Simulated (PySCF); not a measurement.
Propynal, C₃H₂O.
Atom-mapped SMILES: `[CH:1]#[C:2][CH:3]=[O:4]` (hydrogens: H5 on C1; H6 on C3)

Cartesian coordinates in Å at the PBE0/def2-TZVP level; atoms count from 1:
```
atom  x, y, z in Å
C1     1.554   -0.108    0.526
C2     0.420   -0.084    0.131
C3    -0.936    0.016   -0.355
O4    -1.682   -0.921   -0.462
H5     2.558   -0.151    0.881
H6    -1.247    1.042   -0.629
```

The calculation used PySCF 2.14.0, PBE0/def2-TZVP geometry optimisation, gas phase.

Take the most abundant isotopes and a rigid rotor. 

Task: Give the principal moments of inertia and the rotational constants in GHz.

Result: Ia = 7.29, Ib = 104.16, Ic = 111.45 u·Å²; 505379 MHz·u·Å²/I gives 69370, 4852 and 4535 MHz, that is A = 69.370, B = 4.8519, C = 4.5347 GHz.

Task: Classify the top.

Result: A near-prolate asymmetric top; Ray's κ = -0.990.

Task: Is it planar, by Δ = Ic − Ia − Ib?

Result: Planar: Δ = Ic − Ia − Ib = 0.00 u·Å². For a rigid frame Δ = −2 Σ m c², so it vanishes when all atoms lie in the ab plane; here none is more than 0.01 Å from it.

Task: Predict some low-J microwave lines.

Result: The dipole components are |μa| = 2.57 D, |μb| = 1.38 D, |μc| = 0.00 D; the mirror of this Cs structure is the ab plane, so μc vanishes by symmetry and there are no c-type lines. Intensities carry the squares of the components, which stand as 1.00 : 0.29 (a : b). Some lines, for components of 0.1 D or more:

| type | branch | J(Ka,Kc) | MHz | lower level (cm⁻¹) |
| --- | --- | --- | --- | --- |
| a | Q | 1(1,0) ← 1(1,1) | 317 | 2.465 |
| a | R | 2(1,2) ← 1(1,1) | 18456 | 2.465 |
| a | R | 3(1,3) ← 2(1,2) | 27683 | 3.081 |
| a | R | 3(0,3) ← 2(0,2) | 28155 | 0.939 |
| a | R | 3(2,1) ← 2(2,0) | 28165 | 9.569 |
| b | Q | 1(1,0) ← 1(0,1) | 64835 | 0.313 |
| b | Q | 2(1,1) ← 2(0,2) | 65154 | 0.939 |
| b | Q | 3(1,2) ← 3(0,3) | 65633 | 1.878 |
| b | Q | 3(2,1) ← 3(1,2) | 193085 | 4.068 |
| b | Q | 3(2,2) ← 3(1,3) | 194982 | 4.004 |
| b | R | 2(2,1) ← 1(1,0) | 212644 | 2.476 |
| b | R | 3(2,1) ← 2(1,2) | 222671 | 3.081 |
| b | Q | 3(3,1) ← 3(2,2) | 323384 | 10.508 |
| b | R | 3(3,0) ← 2(2,1) | 351544 | 9.569 |

Stationary, but not proved a minimum. These are rigid-rotor constants of the computed structure; measured ground-state constants (B0) also hold zero-point vibration.
